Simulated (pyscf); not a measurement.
Thermochemistry of product channels of O=Si(F)–F + H atom (H•) on the doublet surface, in kcal/mol, from CCSD(T)/def2-TZVPP + ΔMP2(QZVPP) energies (ideal gas, 1 atm, RRHO with modes under 100 cm⁻¹ raised to 100, one conformer, R ln 2 for chiral ones without a mode under 150 cm⁻¹). Single points on ωB97X-D3(BJ)/def2-SVP structures (PySCF, gas phase). Correlated levels are frozen-core, on RHF or UHF. ΔMP2 is the change of the MP2 total energy from the triple- to the quadruple-zeta basis.

```
products                                                                      ΔE  ΔH(298 K)  ΔG(900 K)  ΔG(1200 K)
-------------------------------------------------------------------------  -----  ---------  ---------  ----------
O atom (O) [triplet] + F–SiH•–F                                            +78.0      +80.0      +73.5       +71.7
O=SiH–F + F atom (F•)                                                        [?]      +57.3      +53.3       +52.4
hydroxyl (OH•) + difluorosilylene (F–Si:–F) [singlet]                      +18.0      +20.4      +11.9        +9.7
[O=Si–F]• + hydrogen fluoride (HF)                                          +5.8       +9.2       -0.2         [?]
HO–Si:–F [singlet] + F atom (F•)                                           +41.4      +45.4      +40.2       +38.8
silicon monoxide (O=Si:) [singlet] + hydrogen fluoride (HF) + F atom (F•)  +88.8      +91.5      +61.0       +51.3
•O–SiH(F)–F                                                                -38.2      -34.6      -13.0        -5.5
HO–Si•(F)–F                                                                -64.6      -59.4      -41.0       -34.6
```

Q: Complete the blanks.

A: 
- O=SiH–F + F atom (F•), ΔE: +54.6
- [O=Si–F]• + hydrogen fluoride (HF), ΔG(1200 K): -2.6

The channel to [O=Si–F]• + HF turns favourable between 298 and 1200 K (ΔG from +5.8 kcal/mol to -2.6 kcal/mol).

These are energies of the channels, which say nothing of barriers. The CCSD(T) − MP2 part came from Ansatz, without density fitting, on the same reference. Left out: orbital degeneracy and the spin-orbit lowering of F, OH, O.
